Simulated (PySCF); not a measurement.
**Vibration and rotation of BS⁺**

UHF-CCSD(T) constants of BS⁺, ³Π (triplet), unpaired electrons σ ↑, π ↑ (PySCF, no relativity, basis sets B STO-3G, S STO-3G; masses 11.0093 and 31.9721 u):

| Item | Value |
| --- | --- |
| ωe | 1032.4 cm⁻¹ |
| ωexe | 5.85 cm⁻¹ |
| Be | 0.68759 cm⁻¹ |
| αe | 0.00507 cm⁻¹ |
| D (centrifugal) | 1.22e-06 cm⁻¹ |

Give the vibrational terms G(v) and spacings up to v = 6.

G(v) = ωe(v+½) − ωexe(v+½)².

| v | G(v) (cm⁻¹) | G(v) − G(v−1) | Bv (cm⁻¹) |
| --- | --- | --- | --- |
| 0 | 515 |  | 0.6851 |
| 1 | 1535 | 1021 | 0.6800 |
| 2 | 2544 | 1009 | 0.6749 |
| 3 | 3542 | 997 | 0.6698 |
| 4 | 4527 | 986 | 0.6648 |
| 5 | 5501 | 974 | 0.6597 |
| 6 | 6463 | 962 | 0.6546 |

Correlated steps freeze 6 core orbitals. The CCSD T1 diagnostic is raised, a sign that a single reference may not be enough here. STO-3G is very small, so such numbers show the basis as much as the molecule. The state was picked by a PBE0 search and need not be the measured ground state.
